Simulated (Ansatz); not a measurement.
Basis-set extrapolation for C4H7NO, SMILES `C=COC(=C)N` (PBE0-D4/def2-TZVP geometry, frozen core, Ansatz). Multiplicity 1, RHF reference.

```tsv
	def2-TZVPP	def2-QZVPP
HF	-284.920275	-284.933264
MP2 correlation	-1.087193	-1.162617
CCSD(T) correlation	-1.173283	not run
```

Energies in hartree. Use E(X) = E(∞) + A·exp(−7.88·√X) for Hartree–Fock and E(X) = E(∞) + B·X^(−2.97) for correlation, with X = 3 and 4, and add CCSD(T) minus MP2 of the smaller set to the MP2 limit.

Q: What is the CCSD(T) energy at the basis-set limit?

A: HF limit: -284.933264 + (-0.012989) × 0.13774 = -284.93505. MP2 limit: -1.162617 + (-0.075424) × 0.74074 = -1.21849. Higher-order term: -1.173283 − (-1.087193) = -0.08609. Total: -286.23963 hartree, 383.5 kJ/mol below CCSD(T)/def2-TZVPP.
